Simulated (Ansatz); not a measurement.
Cubic perovskite KTaO₃, treated with PBE-D3(BJ) (plane waves, PAW; Ansatz, a program for electronic structure).

Settings: plane-wave cutoff 520 eV, 8×8×8 k mesh, Fermi–Dirac smearing 0.01 eV, scalar-relativistic PAW data made under PBE.

Energies at three volumes about the minimum:

| V (Å³/atom) | E − E_lowest (meV/atom) |
|---|---|
| 12.580 | 3.24 |
| 12.837 | 0.00 |
| 13.094 | 3.01 |

### Question
Fit a parabola by hand: where is the minimum, what lattice constant follows, and what is the bulk modulus?

### Answer
Slopes: (0.00 − 3.24)/(12.837 − 12.580) = -12.607 and (3.01 − 0.00)/(13.094 − 12.837) = 11.712 meV/Å³. Curvature E″ = 2 × (11.712 − (-12.607))/(13.094 − 12.580) = 94.626 meV/Å⁶. From the middle of the first interval, the slope vanishes at V0 = 12.7085 − (-12.607)/94.626 = 12.842 Å³/atom. B = V0 E″ = 12.842 × 94.626 meV/Å³ × 0.1602 GPa per meV/Å³ = 195 GPa. With 5 atoms in the cube, a = (5 × 12.842)^(1/3) = 4.004 Å. The full Birch–Murnaghan fit to all volumes gives V0 = 12.837 Å³/atom and B0 = 195 GPa.

Measured, for comparison: bulk modulus 220 GPa (temperature not stated, no zero-point or thermal correction; as tabulated in Tinte et al. (1998), arXiv:cond-mat/9809379). Computed (rounded) less measured: bulk modulus -11 %.
